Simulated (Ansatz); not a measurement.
A run of Ansatz (development build ahead of 0.2.0) on singlet H2F2 in separate pieces at this shape:

```tsv
atom	x (Å)	y (Å)	z (Å)
F	0.7100	0.0000	3.3000
F	-0.7100	0.0000	3.3000
H	0.3700	0.0000	0.0000
H	-0.3700	0.0000	0.0000
```

Its results:

| Property | Result |
| --- | --- |
| Converged | yes |
| Total energy | -199.63475 hartree |
| Spin squared of the determinant | 0.000 |

(1) Which input gives this output? Name the method, the orbitals and the basis set, and write the input.

Results:

(1) RHF in def2-SVP. An unrestricted run that stays on the closed shell gives the same numbers.

```yaml
crystal:
  periodic: [false, false, false]
  atoms:
    - { symbol: F, position_ang: [0.71, 0.0, 3.3] }
    - { symbol: F, position_ang: [-0.71, 0.0, 3.3] }
    - { symbol: H, position_ang: [0.37, 0.0, 0.0] }
    - { symbol: H, position_ang: [-0.37, 0.0, 0.0] }
basis:
  gaussian: { orbitals: def2-SVP }
hamiltonian:
  xc: hf
```

Caution: no unrestricted run beside it, a lower state can exist.
